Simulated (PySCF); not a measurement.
**Molecular orbitals of AlCl⁺**

PBE at R = 2.043 Å; basis Al def2-SVP, Cl def2-SVP; no relativity; PySCF 2.14. State: ²Σ⁺ (doublet), unpaired electrons σ ↑. Only the outer orbitals are listed, counted within each symmetry.

```tsv
spin	orbital	occ.	ε (eV)	on Al (%)	main shells (%)
α	7σ	1	-26.93	8	91 Cl s
α	8σ	1	-17.13	39	54 Cl p, 37 Al s
α	3π	1	-14.52	10	90 Cl p, 8 Al p
α	3π	1	-14.52	10	90 Cl p, 8 Al p
α	9σ	1	-13.69	77	52 Al s, 24 Al p, 23 Cl p
α	4π	0	-9.09	92	91 Al p
α	4π	0	-9.09	92	91 Al p
α	10σ	0	-6.22	100	77 Al p, 12 Al d, 11 Al s
β	7σ	1	-26.74	8	91 Cl s
β	8σ	1	-16.73	34	59 Cl p, 30 Al s
β	3π	1	-14.44	9	91 Cl p
β	3π	1	-14.44	9	91 Cl p
β	9σ	0	-12.19	81	65 Al s, 19 Cl p, 15 Al p
β	4π	0	-8.11	92	92 Al p
β	4π	0	-8.11	92	92 Al p
```

Which are the highest filled and the lowest empty level, where do they sit, and how wide is the gap?

Highest filled α 9σ at -13.69 eV (in %: 52 Al s, 24 Al p, 23 Cl p); lowest empty β 9σ at -12.19 eV (in %: 65 Al s, 19 Cl p, 15 Al p); the gap at PBE is 1.50 eV.

```json
{"bond order (Mayer)": "1.53", "⟨S²⟩": "0.752", "charge on Al (Mulliken, basis-dependent)": "0.96", "charge on Al (Löwdin, basis-dependent)": "0.76", "dipole moment (positive dipole points towards Cl; it is taken about the centre of mass and depends on that origin)": "-5.53 D", "polarisability along the bond": "41.8 bohr³", "polarisability across the bond": "25.3 bohr³"}
```

The state is the lowest determinant that a PBE0 search found; another state may lie lower at other levels.
